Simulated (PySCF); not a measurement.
# ClF: magnetic properties, part 1 of 2

Wanted: magnetic properties for ClF (`FCl`).

Programs: PySCF 2.14.0, with routines of our own; each step states its level. All values are computed. Atoms count from 0.

## Step 1: The system as given

2 atoms, charge 0, multiplicity 1; geometry from: GFN2-xTB.

## Step 2: Optimising the geometry at PBE0-D3(BJ)/def2-SVP

Job settings and geometry (Å):

```
{"job": {"xc": "PBE0", "basis": "def2-SVP", "d3": "d3bj", "grid": 1, "kind": "geom"}, "charge": 0, "multiplicity": 1}
F      0.842181    -0.002998    -0.002713
Cl    -0.839424     0.004267    -0.011435
```

The run is started by

```
> OMP_NUM_THREADS=1 python excited_run.py task.json out
```

One launch serves the whole session: the jobs run in the order shown.

Log:

```text
step   0  E = -559.47579295  max force = 0.019490
step   1  E = -559.47646540  max force = 0.003027
step   2  E = -559.47648168  max force = 0.000609
step   3  E = -559.47648226  max force = 0.000185
optimisation converged
```

Wall time 0.97 s (1 thread of Arm Neoverse V2, shared host).

Along the way:

```
step  energy from step 0 (eV)  largest force component (eV/Å)
   0                   0.0000                          1.0022
   1                  -0.0183                          0.1557
   2                  -0.0187                          0.0313
   3                  -0.0188                          0.0095
```

The bond:

```
  bond  before (Å)  after (Å)  change (Å)
F0–Cl1       1.682      1.643      -0.038
```

The final coordinates are the input of the step that follows.

```
                         at the end point           value
  point group (found at 0.08 Å tolerance)             C∞v
rotational constants (GHz, main isotopes)  15.199, 15.199
                        dipole moment (D)            1.15
```

## Step 3: Magnetic properties: GIAO LC-wPBE/aug-pcSseg-2

Job settings and geometry (Å):

```
{"job": {"kind": "mag", "xc": "LC-wPBE", "basis": "aug-pcSseg-2"}, "charge": 0, "multiplicity": 1}
F     -0.760036    -0.256153     0.164541
Cl     0.762954     0.257400    -0.178698
```

Level: GIAO LC-wPBE/aug-pcSseg-2 magnetisability, rotational g tensor and spin-rotation constants, non-relativistic, gas phase.

Log:

```text
coarse grid: 2712 points
cycle   1  E = -559.8143119607  dE =  4.651e-02  |g| = 3.820e-01  |ddm| = 1.060e+00
cycle   2  E = -559.8272134232  dE = -1.290e-02  |g| = 2.905e-01  |ddm| = 2.895e-01
cycle   3  E = -559.8372042363  dE = -9.991e-03  |g| = 8.550e-02  |ddm| = 1.327e-01
cycle   4  E = -559.8382078627  dE = -1.004e-03  |g| = 1.166e-02  |ddm| = 3.249e-02
cycle   5  E = -559.8382600010  dE = -5.214e-05  |g| = 3.253e-03  |ddm| = 1.077e-02
cycle   6  E = -559.8382642400  dE = -4.239e-06  |g| = 8.081e-04  |ddm| = 3.272e-03
final grid: 23352 points
cycle   7  E = -559.8490121706  dE = -5.277e-05  |g| = 6.376e-03  |ddm| = 1.544e-02
cycle   8  E = -559.8490089006  dE =  3.270e-06  |g| = 6.881e-03  |ddm| = 4.414e-03
cycle   9  E = -559.8490158285  dE = -6.928e-06  |g| = 8.217e-04  |ddm| = 2.564e-03
cycle  10  E = -559.8490155255  dE =  3.030e-07  |g| = 8.723e-05  |ddm| = 3.198e-04
cycle  11  E = -559.8490155275  dE = -2.016e-09  |g| = 1.595e-05  |ddm| = 8.389e-05
cycle  12  E = -559.8490155276  dE = -1.473e-10  |g| = 6.774e-06  |ddm| = 2.535e-05
converged SCF energy = -559.8490155276

Magnetisability tensor (1e-30 J/T^2)
     -471.01      -81.83       54.70
      -81.83     -255.91       18.44
       54.70       18.44     -240.64
isotropic -322.52   principal values    -510.93   -228.32   -228.32
isotropic susceptibility -19.423 1e-6 cm^3/mol

Inertial axes            a          b          c
rot. const./GHz           -    15.1991    15.1991
chi total           -30.769    -13.750    -13.750
chi diamagnetic     -30.769    -97.114    -97.114
chi paramagnetic      0.000     83.364     83.364
quadrupole/D A        1.243     -0.622     -0.622
g nuclear                 -     0.4816     0.4816
g electronic              -    -0.5953    -0.5953
g total                   -    -0.1137    -0.1137

Spin-rotation constants (kHz, H = +C I.J)
atom  isotope        aa         bb         cc
  0    19F            -    -28.284    -28.284
  1   35Cl            -     24.988     24.988
```

Wall time 2.8 s (1 thread of Arm Neoverse V2, shared host); peak memory 0.48 GiB.

Key values:

```
              quantity                value
       magnetisability      -323·10⁻³⁰ J/T²
  molar susceptibility   -19.4·10⁻⁶ cm³/mol
rotational g (a, b, c)  –, -0.1137, -0.1137
```

## Step 4: Magnetic properties: GIAO B3LYP/pcSseg-1

Job settings and geometry (Å):

```
{"job": {"kind": "mag", "xc": "B3LYP", "basis": "pcSseg-1"}, "charge": 0, "multiplicity": 1}
F     -0.760036    -0.256153     0.164541
Cl     0.762954     0.257400    -0.178698
```

Method: GIAO B3LYP/pcSseg-1 magnetisability, rotational g tensor and spin-rotation constants, non-relativistic, gas phase.

Log:

```text
coarse grid: 2712 points
cycle   1  E = -559.9114938295  dE =  1.324e-01  |g| = 3.617e-01  |ddm| = 1.334e+00
cycle   2  E = -559.8663559814  dE =  4.514e-02  |g| = 6.368e-01  |ddm| = 4.846e-01
cycle   3  E = -559.9318861645  dE = -6.553e-02  |g| = 6.297e-02  |ddm| = 3.408e-01
cycle   4  E = -559.9325788800  dE = -6.927e-04  |g| = 1.126e-02  |ddm| = 4.134e-02
cycle   5  E = -559.9326059571  dE = -2.708e-05  |g| = 2.107e-03  |ddm| = 9.635e-03
cycle   6  E = -559.9326067770  dE = -8.198e-07  |g| = 2.401e-04  |ddm| = 2.025e-03
final grid: 23352 points
cycle   7  E = -559.9435589388  dE = -2.919e-06  |g| = 1.919e-03  |ddm| = 4.064e-03
cycle   8  E = -559.9435578902  dE =  1.049e-06  |g| = 3.260e-03  |ddm| = 2.299e-03
cycle   9  E = -559.9435594616  dE = -1.571e-06  |g| = 3.188e-04  |ddm| = 1.555e-03
cycle  10  E = -559.9435594836  dE = -2.198e-08  |g| = 4.607e-05  |ddm| = 3.219e-04
cycle  11  E = -559.9435594838  dE = -2.461e-10  |g| = 7.156e-06  |ddm| = 2.408e-05
converged SCF energy = -559.9435594838

Magnetisability tensor (1e-30 J/T^2)
     -475.52      -73.92       49.41
      -73.92     -281.22       16.66
       49.41       16.66     -267.43
isotropic -341.39   principal values    -511.58   -256.30   -256.30
isotropic susceptibility -20.559 1e-6 cm^3/mol

Inertial axes            a          b          c
rot. const./GHz           -    15.1991    15.1991
chi total           -30.808    -15.435    -15.435
chi diamagnetic     -30.808    -96.949    -96.949
chi paramagnetic      0.000     81.515     81.515
quadrupole/D A        1.474     -0.737     -0.737
g nuclear                 -     0.4816     0.4816
g electronic              -    -0.5820    -0.5820
g total                   -    -0.1005    -0.1005

Spin-rotation constants (kHz, H = +C I.J)
atom  isotope        aa         bb         cc
  0    19F            -    -23.083    -23.083
  1   35Cl            -     23.606     23.606
```

It took 0.52 s on 1 thread of Arm Neoverse V2, shared host.

From this job:

```
              quantity                value
       magnetisability      -341·10⁻³⁰ J/T²
  molar susceptibility   -20.6·10⁻⁶ cm³/mol
rotational g (a, b, c)  –, -0.1005, -0.1005
```

## Step 5: Magnetic properties: GIAO B3LYP/STO-3G

Job settings and geometry (Å):

```
{"job": {"kind": "mag", "xc": "B3LYP", "basis": "STO-3G"}, "charge": 0, "multiplicity": 1}
F     -0.760036    -0.256153     0.164541
Cl     0.762954     0.257400    -0.178698
```

With the program's defaults for keys left out, this is: GIAO B3LYP/STO-3G magnetisability, rotational g tensor and spin-rotation constants, non-relativistic, gas phase.

Log:

```text
coarse grid: 2712 points
cycle   1  E = -553.5090652981  dE = -2.046e-01  |g| = 1.476e-01  |ddm| = 2.020e+00
cycle   2  E = -553.5087523409  dE =  3.130e-04  |g| = 1.533e-01  |ddm| = 5.428e-01
cycle   3  E = -553.5200101930  dE = -1.126e-02  |g| = 1.543e-02  |ddm| = 2.934e-01
cycle   4  E = -553.5201201170  dE = -1.099e-04  |g| = 1.497e-04  |ddm| = 2.638e-02
cycle   5  E = -553.5201201245  dE = -7.553e-09  |g| = 1.770e-05  |ddm| = 1.750e-04
final grid: 23352 points
cycle   6  E = -553.4806615625  dE = -1.397e-07  |g| = 1.025e-03  |ddm| = 3.806e-03
cycle   7  E = -553.4806613226  dE =  2.399e-07  |g| = 1.252e-03  |ddm| = 3.915e-03
cycle   8  E = -553.4806620663  dE = -7.437e-07  |g| = 1.188e-05  |ddm| = 2.160e-03
cycle   9  E = -553.4806620666  dE = -2.410e-10  |g| = 1.730e-06  |ddm| = 7.551e-05
converged SCF energy = -553.4806620666

Magnetisability tensor (1e-30 J/T^2)
     -442.14      -29.74       19.88
      -29.74     -363.97        6.70
       19.88        6.70     -358.42
isotropic -388.18   principal values    -456.65   -353.94   -353.94
isotropic susceptibility -23.377 1e-6 cm^3/mol

Inertial axes            a          b          c
rot. const./GHz           -    15.1991    15.1991
chi total           -27.500    -21.315    -21.315
chi diamagnetic     -27.500    -94.251    -94.251
chi paramagnetic      0.000     72.936     72.936
quadrupole/D A        0.784     -0.392     -0.392
g nuclear                 -     0.4816     0.4816
g electronic              -    -0.5208    -0.5208
g total                   -    -0.0392    -0.0392

Spin-rotation constants (kHz, H = +C I.J)
atom  isotope        aa         bb         cc
  0    19F            -     23.431     23.431
  1   35Cl            -      6.419      6.419
```

Run time: 0.28 s. Hardware: 1 thread of Arm Neoverse V2, shared host.

In short:

```
              quantity                value
       magnetisability      -388·10⁻³⁰ J/T²
  molar susceptibility   -23.4·10⁻⁶ cm³/mol
rotational g (a, b, c)  –, -0.0392, -0.0392
```

## Step 6: Magnetic properties: GIAO B3LYP/IGLO-II

Job settings and geometry (Å):

```
{"job": {"kind": "mag", "xc": "B3LYP", "basis": "IGLO-II"}, "charge": 0, "multiplicity": 1}
F     -0.760036    -0.256153     0.164541
Cl     0.762954     0.257400    -0.178698
```

With the program's defaults for keys left out, this is: GIAO B3LYP/IGLO-II magnetisability, rotational g tensor and spin-rotation constants, non-relativistic, gas phase.

Log:

```text
coarse grid: 2712 points
cycle   1  E = -559.9273922811  dE =  1.006e-01  |g| = 4.210e-01  |ddm| = 1.379e+00
cycle   2  E = -559.8714292983  dE =  5.596e-02  |g| = 7.083e-01  |ddm| = 4.666e-01
cycle   3  E = -559.9484252153  dE = -7.700e-02  |g| = 1.014e-01  |ddm| = 3.542e-01
cycle   4  E = -559.9501295197  dE = -1.704e-03  |g| = 1.934e-02  |ddm| = 5.725e-02
cycle   5  E = -559.9502041985  dE = -7.468e-05  |g| = 2.285e-03  |ddm| = 1.345e-02
cycle   6  E = -559.9502052363  dE = -1.038e-06  |g| = 4.053e-04  |ddm| = 1.932e-03
final grid: 23352 points
cycle   7  E = -559.9728856591  dE = -7.277e-06  |g| = 2.655e-03  |ddm| = 4.713e-03
cycle   8  E = -559.9728836772  dE =  1.982e-06  |g| = 4.360e-03  |ddm| = 2.744e-03
cycle   9  E = -559.9728864521  dE = -2.775e-06  |g| = 6.273e-04  |ddm| = 2.008e-03
cycle  10  E = -559.9728865143  dE = -6.213e-08  |g| = 4.336e-05  |ddm| = 4.082e-04
cycle  11  E = -559.9728865145  dE = -2.631e-10  |g| = 9.763e-06  |ddm| = 3.556e-05
converged SCF energy = -559.9728865145

Magnetisability tensor (1e-30 J/T^2)
     -467.21      -76.00       50.80
      -76.00     -267.44       17.13
       50.80       17.13     -253.26
isotropic -329.31   principal values    -504.29   -241.82   -241.82
isotropic susceptibility -19.831 1e-6 cm^3/mol

Inertial axes            a          b          c
rot. const./GHz           -    15.1991    15.1991
chi total           -30.369    -14.563    -14.563
chi diamagnetic     -30.369    -96.560    -96.560
chi paramagnetic      0.000     81.998     81.998
quadrupole/D A        1.418     -0.709     -0.709
g nuclear                 -     0.4816     0.4816
g electronic              -    -0.5855    -0.5855
g total                   -    -0.1039    -0.1039

Spin-rotation constants (kHz, H = +C I.J)
atom  isotope        aa         bb         cc
  0    19F            -    -24.533    -24.533
  1   35Cl            -     24.005     24.005
```

Run time: 0.62 s. Hardware: 1 thread of Arm Neoverse V2, shared host.

From this job:

```
              quantity                value
       magnetisability      -329·10⁻³⁰ J/T²
  molar susceptibility   -19.8·10⁻⁶ cm³/mol
rotational g (a, b, c)  –, -0.1039, -0.1039
```

## Step 7: Magnetic properties: GIAO B3LYP/pcSseg-0

Job settings and geometry (Å):

```
{"job": {"kind": "mag", "xc": "B3LYP", "basis": "pcSseg-0"}, "charge": 0, "multiplicity": 1}
F     -0.760036    -0.256153     0.164541
Cl     0.762954     0.257400    -0.178698
```

Level: GIAO B3LYP/pcSseg-0 magnetisability, rotational g tensor and spin-rotation constants, non-relativistic, gas phase.

Log:

```text
coarse grid: 2712 points
cycle   1  E = -559.1715467015  dE =  7.999e-02  |g| = 3.311e-01  |ddm| = 1.576e+00
cycle   2  E = -559.1305181834  dE =  4.103e-02  |g| = 6.000e-01  |ddm| = 6.639e-01
cycle   3  E = -559.1942192762  dE = -6.370e-02  |g| = 1.183e-02  |ddm| = 4.162e-01
cycle   4  E = -559.1942605981  dE = -4.132e-05  |g| = 4.664e-03  |ddm| = 2.049e-02
cycle   5  E = -559.1942645351  dE = -3.937e-06  |g| = 7.847e-04  |ddm| = 4.049e-03
final grid: 23352 points
cycle   6  E = -559.2167020020  dE = -2.642e-06  |g| = 6.865e-04  |ddm| = 5.498e-03
cycle   7  E = -559.2167019918  dE =  1.015e-08  |g| = 7.116e-04  |ddm| = 9.101e-04
cycle   8  E = -559.2167020634  dE = -7.154e-08  |g| = 2.515e-04  |ddm| = 6.301e-04
cycle   9  E = -559.2167020754  dE = -1.200e-08  |g| = 1.487e-05  |ddm| = 1.899e-04
cycle  10  E = -559.2167020754  dE = -5.889e-11  |g| = 6.511e-06  |ddm| = 2.619e-05
converged SCF energy = -559.2167020754

Magnetisability tensor (1e-30 J/T^2)
     -468.39      -57.76       38.61
      -57.76     -316.56       13.02
       38.61       13.02     -305.78
isotropic -363.58   principal values    -496.57   -297.08   -297.08
isotropic susceptibility -21.895 1e-6 cm^3/mol

Inertial axes            a          b          c
rot. const./GHz           -    15.1991    15.1991
chi total           -29.904    -17.891    -17.891
chi diamagnetic     -29.904    -96.941    -96.941
chi paramagnetic      0.000     79.051     79.051
quadrupole/D A        0.460     -0.230     -0.230
g nuclear                 -     0.4816     0.4816
g electronic              -    -0.5645    -0.5645
g total                   -    -0.0829    -0.0829

Spin-rotation constants (kHz, H = +C I.J)
atom  isotope        aa         bb         cc
  0    19F            -    -12.968    -12.968
  1   35Cl            -     19.617     19.617
```

Wall time 0.34 s (1 thread of Arm Neoverse V2, shared host).

In short:

```
              quantity                value
       magnetisability      -364·10⁻³⁰ J/T²
  molar susceptibility   -21.9·10⁻⁶ cm³/mol
rotational g (a, b, c)  –, -0.0829, -0.0829
```

## Step 8: Magnetic properties: GIAO B3LYP/def2-TZVP

Job settings and geometry (Å):

```
{"job": {"kind": "mag", "xc": "B3LYP", "basis": "def2-TZVP"}, "charge": 0, "multiplicity": 1}
F     -0.760036    -0.256153     0.164541
Cl     0.762954     0.257400    -0.178698
```

Method: GIAO B3LYP/def2-TZVP magnetisability, rotational g tensor and spin-rotation constants, non-relativistic, gas phase.

Log:

```text
coarse grid: 2712 points
cycle   1  E = -560.0114146225  dE =  1.314e-01  |g| = 3.754e-01  |ddm| = 1.231e+00
cycle   2  E = -559.9571809831  dE =  5.423e-02  |g| = 6.844e-01  |ddm| = 4.711e-01
cycle   3  E = -560.0317896415  dE = -7.461e-02  |g| = 7.949e-02  |ddm| = 3.361e-01
cycle   4  E = -560.0328443524  dE = -1.055e-03  |g| = 1.736e-02  |ddm| = 4.616e-02
cycle   5  E = -560.0329068624  dE = -6.251e-05  |g| = 2.584e-03  |ddm| = 1.214e-02
cycle   6  E = -560.0329081371  dE = -1.275e-06  |g| = 3.445e-04  |ddm| = 2.081e-03
final grid: 23352 points
cycle   7  E = -560.0327405406  dE = -6.138e-06  |g| = 2.038e-03  |ddm| = 5.343e-03
cycle   8  E = -560.0327400874  dE =  4.533e-07  |g| = 2.451e-03  |ddm| = 2.028e-03
cycle   9  E = -560.0327408608  dE = -7.734e-07  |g| = 8.491e-04  |ddm| = 1.334e-03
cycle  10  E = -560.0327409753  dE = -1.146e-07  |g| = 7.698e-05  |ddm| = 4.814e-04
cycle  11  E = -560.0327409765  dE = -1.152e-09  |g| = 1.373e-05  |ddm| = 6.645e-05
cycle  12  E = -560.0327409765  dE = -3.502e-11  |g| = 4.181e-06  |ddm| = 9.799e-06
converged SCF energy = -560.0327409765

Magnetisability tensor (1e-30 J/T^2)
     -471.32      -80.81       54.01
      -80.81     -258.91       18.21
       54.01       18.21     -243.83
isotropic -324.68   principal values    -510.74   -231.66   -231.66
isotropic susceptibility -19.553 1e-6 cm^3/mol

Inertial axes            a          b          c
rot. const./GHz           -    15.1991    15.1991
chi total           -30.758    -13.951    -13.951
chi diamagnetic     -30.758    -96.933    -96.933
chi paramagnetic      0.000     82.983     82.983
quadrupole/D A        1.435     -0.718     -0.718
g nuclear                 -     0.4816     0.4816
g electronic              -    -0.5925    -0.5925
g total                   -    -0.1110    -0.1110

Spin-rotation constants (kHz, H = +C I.J)
atom  isotope        aa         bb         cc
  0    19F            -    -25.461    -25.461
  1   35Cl            -     25.226     25.226
```

It took 0.9 s on 1 thread of Arm Neoverse V2, shared host.

In short:

```
              quantity                value
       magnetisability      -325·10⁻³⁰ J/T²
  molar susceptibility   -19.6·10⁻⁶ cm³/mol
rotational g (a, b, c)  –, -0.1110, -0.1110
```

## Step 9: Magnetic properties: GIAO B3LYP/aug-cc-pVTZ

Job settings and geometry (Å):

```
{"job": {"kind": "mag", "xc": "B3LYP", "basis": "aug-cc-pVTZ"}, "charge": 0, "multiplicity": 1}
F     -0.760036    -0.256153     0.164541
Cl     0.762954     0.257400    -0.178698
```

Level: GIAO B3LYP/aug-cc-pVTZ magnetisability, rotational g tensor and spin-rotation constants, non-relativistic, gas phase.

Log:

```text
coarse grid: 2712 points
cycle   1  E = -560.0101605256  dE =  1.367e-01  |g| = 3.690e-01  |ddm| = 1.949e+00
cycle   2  E = -559.9543728177  dE =  5.579e-02  |g| = 6.898e-01  |ddm| = 8.618e-01
cycle   3  E = -560.0303107114  dE = -7.594e-02  |g| = 7.824e-02  |ddm| = 6.203e-01
cycle   4  E = -560.0313388638  dE = -1.028e-03  |g| = 1.642e-02  |ddm| = 7.412e-02
cycle   5  E = -560.0313977001  dE = -5.884e-05  |g| = 2.568e-03  |ddm| = 1.713e-02
cycle   6  E = -560.0313991202  dE = -1.420e-06  |g| = 3.044e-04  |ddm| = 2.818e-03
final grid: 23352 points
cycle   7  E = -560.0361622047  dE = -5.499e-06  |g| = 3.036e-03  |ddm| = 1.196e-02
cycle   8  E = -560.0361595509  dE =  2.654e-06  |g| = 5.085e-03  |ddm| = 6.834e-03
cycle   9  E = -560.0361633342  dE = -3.783e-06  |g| = 7.705e-04  |ddm| = 4.738e-03
cycle  10  E = -560.0361634434  dE = -1.092e-07  |g| = 7.033e-05  |ddm| = 8.272e-04
cycle  11  E = -560.0361634444  dE = -1.033e-09  |g| = 1.483e-05  |ddm| = 9.181e-05
cycle  12  E = -560.0361634445  dE = -4.536e-11  |g| = 3.724e-06  |ddm| = 1.619e-05
converged SCF energy = -560.0361634445

Magnetisability tensor (1e-30 J/T^2)
     -474.61      -82.56       55.18
      -82.56     -257.60       18.61
       55.18       18.61     -242.19
isotropic -324.80   principal values    -514.89   -229.76   -229.76
isotropic susceptibility -19.560 1e-6 cm^3/mol

Inertial axes            a          b          c
rot. const./GHz           -    15.1991    15.1991
chi total           -31.007    -13.836    -13.836
chi diamagnetic     -31.007    -97.321    -97.321
chi paramagnetic      0.000     83.484     83.484
quadrupole/D A        1.279     -0.640     -0.640
g nuclear                 -     0.4816     0.4816
g electronic              -    -0.5961    -0.5961
g total                   -    -0.1145    -0.1145

Spin-rotation constants (kHz, H = +C I.J)
atom  isotope        aa         bb         cc
  0    19F            -    -23.792    -23.792
  1   35Cl            -     23.498     23.498
```

Wall time 1.4 s (1 thread of Arm Neoverse V2, shared host).

Key values:

```
              quantity                value
       magnetisability      -325·10⁻³⁰ J/T²
  molar susceptibility   -19.6·10⁻⁶ cm³/mol
rotational g (a, b, c)  –, -0.1145, -0.1145
```

## Step 10: Magnetic properties: GIAO B3LYP/pcSseg-2

Job settings and geometry (Å):

```
{"job": {"kind": "mag", "xc": "B3LYP", "basis": "pcSseg-2"}, "charge": 0, "multiplicity": 1}
F     -0.760036    -0.256153     0.164541
Cl     0.762954     0.257400    -0.178698
```

Method: GIAO B3LYP/pcSseg-2 magnetisability, rotational g tensor and spin-rotation constants, non-relativistic, gas phase.

Log:

```text
coarse grid: 2712 points
cycle   1  E = -560.0225419832  dE =  1.299e-01  |g| = 3.921e-01  |ddm| = 1.080e+00
cycle   2  E = -559.9660485289  dE =  5.649e-02  |g| = 7.006e-01  |ddm| = 4.333e-01
cycle   3  E = -560.0435829326  dE = -7.753e-02  |g| = 9.021e-02  |ddm| = 3.187e-01
cycle   4  E = -560.0449072606  dE = -1.324e-03  |g| = 1.730e-02  |ddm| = 4.681e-02
cycle   5  E = -560.0449612128  dE = -5.395e-05  |g| = 2.699e-03  |ddm| = 1.153e-02
cycle   6  E = -560.0449624131  dE = -1.200e-06  |g| = 4.343e-04  |ddm| = 2.131e-03
final grid: 23352 points
cycle   7  E = -560.0426218457  dE = -8.275e-06  |g| = 1.990e-03  |ddm| = 5.022e-03
cycle   8  E = -560.0426205057  dE =  1.340e-06  |g| = 3.501e-03  |ddm| = 2.110e-03
cycle   9  E = -560.0426223684  dE = -1.863e-06  |g| = 3.553e-04  |ddm| = 1.459e-03
cycle  10  E = -560.0426223922  dE = -2.379e-08  |g| = 1.168e-04  |ddm| = 3.357e-04
cycle  11  E = -560.0426223943  dE = -2.142e-09  |g| = 1.074e-05  |ddm| = 8.003e-05
cycle  12  E = -560.0426223944  dE = -2.080e-11  |g| = 3.598e-06  |ddm| = 8.652e-06
converged SCF energy = -560.0426223944

Magnetisability tensor (1e-30 J/T^2)
     -474.72      -81.15       54.24
      -81.15     -261.43       18.29
       54.24       18.29     -246.29
isotropic -327.48   principal values    -514.31   -234.07   -234.07
isotropic susceptibility -19.721 1e-6 cm^3/mol

Inertial axes            a          b          c
rot. const./GHz           -    15.1991    15.1991
chi total           -30.972    -14.096    -14.096
chi diamagnetic     -30.972    -97.216    -97.216
chi paramagnetic      0.000     83.120     83.120
quadrupole/D A        1.359     -0.679     -0.679
g nuclear                 -     0.4816     0.4816
g electronic              -    -0.5935    -0.5935
g total                   -    -0.1119    -0.1119

Spin-rotation constants (kHz, H = +C I.J)
atom  isotope        aa         bb         cc
  0    19F            -    -25.179    -25.179
  1   35Cl            -     24.449     24.449
```

It took 1.1 s on 1 thread of Arm Neoverse V2, shared host.

From this job:

```
              quantity                value
       magnetisability      -327·10⁻³⁰ J/T²
  molar susceptibility   -19.7·10⁻⁶ cm³/mol
rotational g (a, b, c)  –, -0.1119, -0.1119
```

(Continued in part 2 of 2.)
